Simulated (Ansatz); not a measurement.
A made-up structure of BSiNH4, singlet:

B1  (-1.710, 0.512, -0.239)
Si2  (0.053, 0.126, -0.586)
N3  (1.194, -0.344, 0.603)
H4  (-2.711, 1.089, 0.007)
H5  (1.828, 0.450, 0.517)
H6  (1.494, -1.301, 0.691)
H7  (1.213, 0.134, 1.488)
(Å)

It is relaxed with PBE-D4/def2-SVP and then PBE0-D4/def2-TZVP (Ansatz 0.2.0). Atoms count as bonded within 1.22 times the sum of their covalent radii (H–H: 0.88 Å). The end point is not checked to be a true minimum.

Problem. Does its bonding change? (A judgement: the text doesn't fix the answer.)

Solution. Computed: No: no bond forms or breaks.

Where it ends: The first stage lowers the energy by 2.33 eV in 15 steps. It ends as BSiNH₄ ([BH][Si][NH3]):
```
7
angstrom
B -1.4836 0.4962 -0.1227
Si 0.1693 0.6079 -0.9599
N 1.1855 -0.1417 0.6362
H -2.6275 0.5179 0.2026
H 2.1756 -0.1598 0.4203
H 0.8904 -1.0889 0.8444
H 1.0524 0.4340 1.4598
```

Labels in which every atom is bracketed show which atoms are joined, not bond orders.

For scale, one of the runs: PBE0-D4/def2-TZVP relaxation, 123 basis functions, launched by `ansatz run in.yaml --threads 2 --pin off --events-out ev --progress --plain --max-ram 4352MiB`. Hardware: 2 CPU threads of an Intel Xeon Platinum 8259CL, shared host. Wall time about 23 s.
